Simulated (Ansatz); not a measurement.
System: C4H4N (charge 0, doublet). It need not be the lowest isomer of its formula. 
Geometry from a B3LYP-D3(BJ)/def2-TZVP (Ansatz, an electronic-structure program) optimisation:
```xyz
9

N     -0.0054     0.0108     1.2420
C      0.0092     1.0674     0.4151
C     -0.0129    -1.0600     0.4335
C      0.0113     0.6704    -0.9867
C     -0.0028    -0.6874    -0.9749
H      0.0180     2.0783     0.7998
H     -0.0251    -2.0641     0.8357
H      0.0219     1.3324    -1.8374
H     -0.0062    -1.3643    -1.8140
```
Charge 0, spin multiplicity 2.

Computed values are from Ansatz. Cores are frozen in the correlated levels unless marked. Open shells are spin-unrestricted. No spin-orbit coupling. Non-relativistic. Basis-set limits of correlation are two-point, X^-3; Hartree-Fock from the larger set. [CCSD(T)-MP2]/basis is that difference in the basis named.

The UHF reference is spin-contaminated (<S^2> 0.14 over the pure value in the largest basis). 

### Question
What is the dipole moment at wB97M-V/def2-TZVPD?

### Answer
2.08 D.

### Question
What is the T1 diagnostic at CCSD/cc-pVDZ?

### Answer
0.023.

### Question
What is the total energy at RI-MP2/CBS(cc-pVTZ,cc-pVQZ)+[CCSD(T)-MP2]/cc-pVDZ?

### Answer
-209.2330 Eh.

### Question
What is the atomisation energy De at RI-MP2/CBS(cc-pVTZ,cc-pVQZ)+[CCSD(T)-MP2]/cc-pVDZ?

### Answer
4039.5 kJ/mol.
